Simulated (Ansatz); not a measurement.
## CH5N (methylamine): from total energies to a heat of formation

CH5N: 7 atoms, total charge 0, spin state singlet. As SMILES, `CN`. Geometry: relaxed at PBE0-D4/def2-TZVP.

Total energies at r2SCAN/aug-cc-pVDZ (Ansatz 0.2.0); the atoms run unrestricted:

| species | state | energy (Eh) |
| --- | --- | --- |
| CH5N | singlet | -95.807610 |
| C | triplet | -37.827841 |
| N | quartet | -54.571177 |
| H | doublet | -0.499471 |

Harmonic wavenumbers at PBE0-D4/def2-TZVP, in cm⁻¹: 305, 832, 975, 1090, 1169, 1347, 1452, 1490, 1512, 1664, 2987, 3081, 3120, 3532, 3612.

Measured heats of formation of the gaseous atoms at 298.15 K, in kJ/mol: C 716.9, N 472.4, H 218.0. Take 1 Eh = 2625.50 kJ/mol, 1 cm⁻¹ = 0.0119627 kJ/mol, RT = 2.479 kJ/mol.

Work out the heat of formation of the gas at 298 K.


1. Electronic atomisation energy: (-37.827841) + (-54.571177) + 5 × (-0.499471) − (-95.807610) = 0.911237 Eh = 2392.5 kJ/mol.
2. Zero-point energy: half the sum of the wavenumbers, 14084 cm⁻¹ = 168.5 kJ/mol.
3. Thermal vibrational enthalpy, Σ hcν̃/(exp(hcν̃/kT) − 1): 1.6 kJ/mol. Translation, rotation and pV of a non-linear molecule: 4 RT = 9.9 kJ/mol.
4. The 7 free atoms carry 5/2 RT each: 43.4 kJ/mol.
5. Atomisation enthalpy at 298 K: 2392.5 − 168.5 − 1.6 − 9.9 + 43.4 = 2255.9 kJ/mol.
6. Sum of the atoms' heats of formation: 2279.3 kJ/mol. Heat of formation: 2279.3 − 2255.9 = +23.4 kJ/mol.

The tabulated value is -20.9 kJ/mol (Active Thermochemical Tables), so this level is off by +44.3 kJ/mol, or 1.9 % of the atomisation enthalpy. Anharmonicity and any spin-orbit splitting of the molecule are left out.
